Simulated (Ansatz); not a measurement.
# BeH (doublet): the correlation ladder, cc-pVQZ

One table from this session's results is given with a row withheld; the runs are named, their logs left out.

The runs use Ansatz 0.2.0, Gaussian basis; cc-pVQZ, core rule «outside noble gas», up to 1 orbitals frozen.

Plan: UHF; CCSD(T) on ROHF; CCSD(T) on UHF; BCCD(T) on ROHF; CCSDT on ROHF; CCSDT on UHF; Full CI.

21 further runs of the same task are left out: 9 for a known fault of the program, 3 that didn't finish, 9 set aside as unsound or not needed.

**The geometry**

The geometry is an MP2(full)/6-31G* stationary point (not a proven minimum).

2 atoms, charge 0, spin multiplicity 2.

Atoms are counted from 1 here; the program's logs count them from 0.

Bond lengths: Be1–H2 1.348 Å.

Set-up of the first run:

The input, in.yaml:

```yaml
crystal:
  periodic: [false, false, false]
  atoms:
    - {symbol: Be, position_ang: [0.000000, 0.000000, 0.000000]}
    - {symbol: H, position_ang: [0.000000, 0.000000, 1.348270]}
basis:
  gaussian: {orbitals: cc-pVQZ}
magnetization: {spin_polarized: true, initial_magnetization: 1}
hamiltonian: {xc: hf}
output: {orbitals: {seedname: orbitals}}
```

Run with:

```console
$ ansatz run in.yaml --threads 1 --pin off --events-out ev --progress --plain --max-ram 2393MiB
```

Steps of the session up to this table: UHF; CCSD(T) on ROHF; CCSD(T) on UHF; BCCD(T) on ROHF; CCSDT on ROHF; CCSDT on UHF; Full CI.

One of the session's tables, all rows but one given; the rest of the session is left out.

| method | from FCI (meV) |
| --- | --- |
| ROHF | ? |
| UHF | +1223.1 |
| RMP2 | +276.8 |
| UMP2 | +272.3 |
| RCCSD | +21.8 |
| UCCSD | +20.6 |
| RCCSD(T) | +6.0 |
| UCCSD(T) | +5.4 |
| BCCD(T) | +5.6 |
| RCCSDT | 0.0 |
| UCCSDT | -0.3 |
| FCI | 0 |

Estimate the missing values for ROHF.

The run gave: from FCI (meV): +1233.2. In the column «from FCI (meV)» it is the highest.

To keep in mind: Levels on UHF freeze UHF's core orbitals, full CI those of ROHF, so the U rows can settle a little off it for that reason alone. Restricted and unrestricted rows rest on different reference determinants; where their highest levels disagree by more than a few hundredths of an eV, they describe different states and don't form one ladder.
